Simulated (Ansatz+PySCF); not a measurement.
# doublet CH2O(+): levels of theory in one basis

| atom | x (Å) | y (Å) | z (Å) |
| --- | --- | --- | --- |
| O | 0.0000 | 0.0000 | -1.2093 |
| C | 0.0000 | 0.0000 | 0.0275 |
| H | 0.0000 | 0.9679 | 0.5909 |
| H | 0.0000 | -0.9679 | 0.5909 |

Basis set: cc-pVTZ (spherical functions). Correlated methods keep 2 orbitals frozen. Correlation on ROHF uses semicanonical orbitals with singles. Charge 1, multiplicity 2.

Computed with Ansatz (development build ahead of 0.2.0); each method stands on the lowest determinant of its kind that the runs found.

```
  method  E − E(ROHF) (eV)  <S²> of the determinant
    ROHF              0.00                     0.75
     UHF             -0.21                     0.79
ROHF-MP2             -9.14                        –
 UHF-MP2             -9.14                     0.79
```

What does ROHF-CCSD(T) give on the same scale?

-10.31 eV.

Caution for ROHF-MP2, ROHF-CCSD(T): large amplitudes, a single reference is doubtful.
